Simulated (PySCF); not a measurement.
# Unknown: peak-picked proton spectrum

Formula C$_{4}$H$_{6}$N$_{2}$. The spectrum was simulated from the full spin Hamiltonian at 500 MHz with 0.8 Hz Lorentzian lines, from shifts rounded to 0.01 ppm and J to 0.1 Hz, couplings under 1 Hz left out.

Maxima in Hz from TMS (height), grouped by integral:
1H: 3736.1 (17), 3734.0 (17)
1H: 3576.3 (17), 3573.7 (17)
1H: 3147.4 (9), 3145.1 (13), 3144.9 (12), 3142.7 (9)
3H: 1885.0 (100)

[PySCF 2.14.0 with density-fitted response routines: structure optimised with PBE0-D3(BJ)/def2-SVP; σ from GIAO-PBE/pcSseg-2; couplings computed with B3LYP/pcJ-1 (spin–dipole term only in couplings to heteroatoms); no solvent model; rapidly exchanging positions averaged; one conformer; relativity neglected]

Shifts are taken against calculated references (same method and geometry level): TMS for ¹H (31.18 ppm).

Question: Analyse the multiplets.

Answer: ¹H NMR (500 MHz, computed): δ 7.47 (d, J = 2.1 Hz, 1H), 7.15 (d, J = 2.6 Hz, 1H), 6.29 (t, J = 2.3 Hz, 1H), 3.77 (s, 3H). These are first-order names from the parameters used; overlap and second-order distortion can hide them in the list.

Question: What is the compound?

Answer: SMILES Cn1cccn1.

Atoms are numbered as in `[CH3:1][n:2]1[cH:3][cH:4][cH:5][n:6]1`; H(Xn) means a hydrogen on atom n.

- δ 7.47: H(C5), hydrogen on an aromatic CH next to a ring nitrogen, coupled to H(C4) (2.1 Hz).
- δ 7.15: H(C3), hydrogen on an aromatic CH next to a ring nitrogen, coupled to H(C4) (2.6 Hz).
- δ 6.29: H(C4), hydrogen on an aromatic CH, coupled to H(C3) and H(C5) (2.3 Hz).
- δ 3.77: H(C1), hydrogen on a methyl carbon bonded to N.

The data come from this structure; uniqueness wasn't tested.

Multiplet labels drop couplings under 1 Hz and merge nearly equal ones. Unscaled 3J(H,H) at this level run about 10 % above measured values.
